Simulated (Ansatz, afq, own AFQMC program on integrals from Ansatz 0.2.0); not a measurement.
**GeH$_{2}$⁻, doublet: AFQMC among the cluster methods**

```xyz
3

Ge    0.0000   -0.0294    0.0014
H     0.0000    1.1094   -1.1570
H     0.0000    1.0061    1.0547
```

Basis aug-cc-pVDZ. Only valence electrons are correlated. Ansatz 0.2.0 and our own AFQMC program on the same integrals; the CISD trial comes from CCSD amplitudes, and released means the phaseless constraint is let go. Error bars are statistical, one sigma. No spin–orbit coupling.

Determinant: UHF, the one that the program's search chose, which needn't be the lowest solution. The geometry is a point of a scan.

No full CI on the walks' own integrals is used here; CCSDT(Q) serves as the reference and is uncertain by about the last step of the cluster series.

Cautions: no relativity below Rb; no spin-orbit coupling; inner d shell frozen.

```
T1 diagnostic                               : 0.0168
weight of the determinant in the CISD state : 0.907
⟨S²⟩ of the determinant                     : 0.766
size of the correlated space                : 7 electrons in 40 orbitals
```

```csv
level,correlation energy (eV)
MP2,-2.7425
CCSD,-3.4268
CCSD(T),-3.5268
```

Problem. Estimate where phaseless AFQMC with a CISD trial lies against CCSD(T) on the same integrals.

Solution. 2.1 ± 0.5 kJ/mol below CCSD(T).

Reference: CCSDT(Q), correlation energy -3.553 eV. The released energy is read at 2.40 1/Eh (meV from the phaseless value at times in 1/Eh: -5 ± 7 at 0.24, -6 ± 6 at 0.51, -5 ± 6 at 0.99, -13 ± 6 at 1.62, -9 ± 6 at 2.40).

```
         level  E − E(reference) (kJ/mol)  share of correlation (%)
       CCSD(T)                        2.5                     99.26
         CCSDT                        0.4                     99.89
 ph-AFQMC/CISD                  0.4 ± 0.5                     99.88
released AFQMC                 -0.5 ± 0.6                    100.14
```

A walk keeps the symmetry of its determinant, which the program's search chose and which needn't be the lowest solution, so a lower state of the same spin and another symmetry isn't excluded. Released energies are given only where the last usable release times agree within the noise; a slower fall can still hide under it.
